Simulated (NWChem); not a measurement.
**BLYP/x2c-SVPall-2c (DKH2, esp resp) run of [NO2]− (nitrite)**

What is the energy change on altering one bond length of [NO2]− (nitrite) at BLYP/x2c-SVPall-2c (DKH2, esp resp)? 

The calculation is run with NWChem 7.3.0.

2 further runs of the same task are left out: 2 set aside as unsound or not needed.

**1. Starting point**

[NO2]−: 3 atoms, total charge -1, spin state singlet. As SMILES, `O=N[O-]`. The coordinates come from a GFN2-xTB relaxation.

Bond lengths: O1–N2 1.272 Å, N2–O3 1.272 Å. Angles: O1–N2–O3 117.3°.

**2. A single-point energy at BLYP/x2c-SVPall-2c (DKH2, esp resp)**

calc.nw

```
start calc
memory total 2200 mb
charge -1

geometry units angstroms noautosym nocenter noautoz
  O      0.332300     1.015250     0.295330
  N      0.330220    -0.248730     0.154080
  O     -0.662520    -0.766520    -0.449410
end

basis spherical bse
  O library x2c-SVPall-2c
  N library x2c-SVPall-2c
end

relativistic
  douglas-kroll dkh
end

dft
  xc becke88 lyp
  grid fine
  convergence energy 1e-07
  direct
  mulliken
end

esp
  restrain
  range 0.4
  spacing 0.035
  recalculate
end

task dft energy
task esp
```

The run is started by

```bash
nwchem calc.nw > calc.out
```

What it wrote:

```text
[...]
          Wavefunction type:  closed shell.
          No. of atoms     :     3
          No. of electrons :    24
[...]
          Charge           :    -1
          Spin multiplicity:     1
[...]
          AO basis - number of functions:    42
[...]
              XC Information
              --------------
                    Becke 1988 Exchange Functional  1.000
              Lee-Yang-Parr Correlation Functional  1.000
[...]
 d= 0,ls=0.0,diis     1   -204.8168329974 -2.67D+02  5.30D-02  2.37D+00     1.6
[...]
 d= 0,ls=0.0,diis    10   -205.0822761685 -1.22D-08  1.49D-06  1.92D-08     6.5
         Total DFT energy =     -205.082276168451
      One electron energy =     -412.150941378803
           Coulomb energy =      169.177849986693
    Exchange-Corr. energy =      -24.297550386071
 Nuclear repulsion energy =       62.188365609730
[...]
      Total Density - Mulliken Population Analysis
     ---------------------------------------------
    Atom       Charge   Shell Charges
 -----------   ------   -------------------------------------------------------
    1 O    8     8.45   1.99  1.09  0.77  2.81  1.77  0.02
    2 N    7     7.10   1.99  1.09  0.71  2.22  1.01  0.08
    3 O    8     8.45   1.99  1.09  0.77  2.81  1.77  0.02
[...]
 Dipole moment                                  0.000000    0.000000    0.000000
 Quadrupole moment Qxx                          1.129387    1.129342    1.129342
                   Qyy                         -3.517707   -3.517619   -3.517619
                   Qzz                          2.388320    2.388277    2.388277
[...]
```

It took 8.4 s on 1 thread of AMD EPYC 7R43 (Zen 3), shared host; peak memory 0.18 GiB.

**3. The distorted shape**

m1.nw

```
start m1
title "nitrite"
memory stack 880 mb heap 220 mb global 1100 mb
charge -1
geometry units angstrom noautosym nocenter noautoz
 O     0.333340    1.647240    0.365955
 N     0.330220   -0.248730    0.154080
 O    -0.662520   -0.766520   -0.449410
end
basis spherical bse
 O library x2c-SVPall-2c
 N library x2c-SVPall-2c
end
relativistic
 douglas-kroll dkh
end
dft
 xc becke88 lyp
 grid fine
 convergence energy 1e-07
 direct
 mulliken
 noprint "final vectors analysis"
end
esp
 restrain
 range 0.4
 spacing 0.035
 recalculate
end
task dft energy
task esp
```

The run is started by

```bash
nwchem m1.nw > m1.out
```

What it wrote:

```text
[...]
          Wavefunction type:  closed shell.
          No. of atoms     :     3
          No. of electrons :    24
[...]
          Charge           :    -1
          Spin multiplicity:     1
[...]
          AO basis - number of functions:    42
[...]
              XC Information
              --------------
                    Becke 1988 Exchange Functional  1.000
              Lee-Yang-Parr Correlation Functional  1.000
[...]
 d= 0,ls=0.0,diis     1   -204.4159934251 -2.56D+02  1.44D-01  3.36D+00     1.6
[...]
 d= 0,ls=0.0,diis    15   -204.9957351901 -2.06D-11  4.63D-07  1.79D-09     8.9
         Total DFT energy =     -204.995735190111
      One electron energy =     -390.057483455565
           Coulomb energy =      157.925385543718
    Exchange-Corr. energy =      -24.075849707788
 Nuclear repulsion energy =       51.212212429525
[...]
      Total Density - Mulliken Population Analysis
     ---------------------------------------------
    Atom       Charge   Shell Charges
 -----------   ------   -------------------------------------------------------
    1 O    8     8.60   1.99  1.11  0.87  2.63  1.99  0.00
    2 N    7     7.09   1.99  1.16  0.74  2.02  1.14  0.04
    3 O    8     8.31   1.99  1.12  0.76  2.77  1.66  0.02
[...]
 Dipole moment                                  0.000000    0.000000    0.000000
 Quadrupole moment Qxx                          3.424376    3.424357    3.424357
                   Qyy                         -7.596988   -7.596939   -7.596939
                   Qzz                          4.172612    4.172582    4.172582
[...]
```

Wall time 11 s (1 thread of AMD EPYC 7R43 (Zen 3), shared host); peak memory 0.18 GiB.

**4. Summary of results**

Level: BLYP/x2c-SVPall-2c (DKH2, esp resp).

| quantity | value |
| --- | --- |
| first shape: total energy | -205.08228 Eh |
| first shape: HOMO energy | 3.33 eV |
| first shape: LUMO energy | 5.98 eV |
| first shape: HOMO–LUMO gap (to an unbound level, set by the basis) | 2.65 eV |
| distorted shape: total energy | -204.99574 Eh |
| energy change with the O1–N2 bond stretched from 1.272 to 1.908 Å | 2.355 eV |

In words: With the O1–N2 bond stretched from 1.272 to 1.908 Å the energy rises by 2.35 eV (227 kJ/mol). The first shape isn't relaxed at this level, so the change isn't measured from a minimum. The HOMO (first shape) lies at positive energy, 3.33 eV, as semi-local functionals often give for anions; only total energies tell whether the electron is bound. Mulliken charges (distorted shape) run from -0.60 on O1 to -0.09 on N2; they depend strongly on the basis.
